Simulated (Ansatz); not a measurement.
Below is the output of a Python script on the Python package of Ansatz (0.2.0) that makes a geometry optimisation of C4H6FN, SMILES N=CC/C=C/F. Write a script that gives it. Use: CAM-B3LYP, 6-31G* basis, multiplicity 1.

```xyz
12

N    -1.8781    0.9540    0.9300
C    -1.4306    0.2421   -0.0504
C    -0.3457   -0.7833    0.1496
C     0.8903   -0.3032   -0.5433
C     1.9724    0.1399    0.0981
F     3.0607    0.5526   -0.5760
H    -2.6050    1.5961    0.5923
H    -1.8327    0.3702   -1.0703
H    -0.6740   -1.7311   -0.2877
H    -0.1770   -0.9371    1.2208
H     0.9072   -0.3272   -1.6295
H     2.1123    0.2270    1.1665
```

`python c4h6fn_opt.py` gives:
```text
E = -8447.184145 eV = -310.4282916 Ha
converged: True  doubts: none
pair        before    after (A)
N0-C1        1.2916   1.2665
N0-H6        1.0270   1.0230
C1-C2        1.5061   1.5058
C1-H7        1.1038   1.0997
C2-C3        1.4961   1.5034
C2-H8        1.0942   1.0993
C2-H9        1.0953   1.0932
C3-C4        1.3337   1.3213
C3-H10       1.0866   1.0873
C4-F5        1.3450   1.3420
C4-H11       1.0810   1.0859
```

One script that gives this output:

Script `c4h6fn_opt.py`:
```python
"""Minimum-energy structure of C4H6FN."""

import itertools
import warnings

import ansatz as az
from ase.data import atomic_numbers, covalent_radii
import numpy as np

warnings.simplefilter("ignore", az.DeckWarning)

geometry_ang = [
    ("N", [-1.8781, 0.954, 0.93]),
    ("C", [-1.4306, 0.2421, -0.0504]),
    ("C", [-0.3457, -0.7833, 0.1496]),
    ("C", [0.8903, -0.3032, -0.5433]),
    ("C", [1.9724, 0.1399, 0.0981]),
    ("F", [3.0607, 0.5526, -0.576]),
    ("H", [-2.605, 1.5961, 0.5923]),
    ("H", [-1.8327, 0.3702, -1.0703]),
    ("H", [-0.674, -1.7311, -0.2877]),
    ("H", [-0.177, -0.9371, 1.2208]),
    ("H", [0.9072, -0.3272, -1.6295]),
    ("H", [2.1123, 0.227, 1.1665]),
]
mol = az.Crystal.molecule()
for symbol, xyz in geometry_ang:
    mol = mol.atom(symbol, xyz)

calc = (
    mol.calculation()
    .basis(gaussian="6-31G*")
    .functional("cam_b3lyp")
)
symbols = [site.symbol for site in mol.cartesian_sites]
start = np.array([site.position_ang for site in mol.cartesian_sites], dtype=float)
summary = calc.relax(force_tolerance=0.02).run(threads=1, backend="cpu").report
end = np.array(summary["positions_ang"])

print(f"E = {summary['free_energy_ev']:.6f} eV = {summary['free_energy_ev'] / 27.211386246:.7f} Ha")
print("converged:", summary["converged"], " doubts:", summary["published_state_doubts"] or "none")

# pairs closer than 1.2 times the sum of covalent radii, before or after
radius = [covalent_radii[atomic_numbers[s]] for s in symbols]
span = lambda where, i, j: np.linalg.norm(where[i] - where[j])
bonded = [(i, j) for i, j in itertools.combinations(range(len(symbols)), 2) if min(span(start, i, j), span(end, i, j)) < 1.2 * (radius[i] + radius[j])]
print("pair        before    after (A)")
for i, j in bonded:
    print(f"{symbols[i]}{i}-{symbols[j]}{j}".ljust(10), f"{span(start, i, j):8.4f} {span(end, i, j):8.4f}")
with open("c4h6fn_opt.xyz", "w") as handle:
    handle.write(f"{len(symbols)}\nrelaxed C4H6FN\n")
    handle.writelines(f"{s:2s} {x:11.6f} {y:11.6f} {z:11.6f}\n" for s, (x, y, z) in zip(symbols, end))
```

Notes:
- Total energies depend on the basis set; only differences at equal settings carry meaning.
- The end point is the stationary point reached from this start; no frequency run checks that it is a minimum, and the basis set is modest.
- The whole script took 60 s on 1 thread of Arm Neoverse V2, with other jobs on the host, peak memory 0.33 GiB.
